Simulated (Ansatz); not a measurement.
Program: Ansatz 0.2.0.

A structure relaxed at PBE0-D4/def2-TZVP, charge 0, multiplicity 1:

```xyz
12

C     0.065    0.966   -0.650
C     0.749    0.613    0.651
C     0.985   -0.231   -0.580
C    -0.214   -1.130   -0.194
C    -1.134    0.068   -0.264
C    -0.451   -0.286    1.037
H     0.149    1.863   -1.248
H     1.453    1.188    1.235
H     1.905   -0.423   -1.115
H    -0.433   -2.175   -0.363
H    -2.189    0.111   -0.496
H    -0.884   -0.564    1.988
```

Give its formula and SMILES.

C6H6, `C12C3C1C1C2C31`.

Point group (tolerance 0.08 Å, 0.16 Å for H)?

D3h.

Summarise the bond lengths by kind.

9 × C–C 1.512 to 1.547 Å; 6 × C–H 1.081 Å.
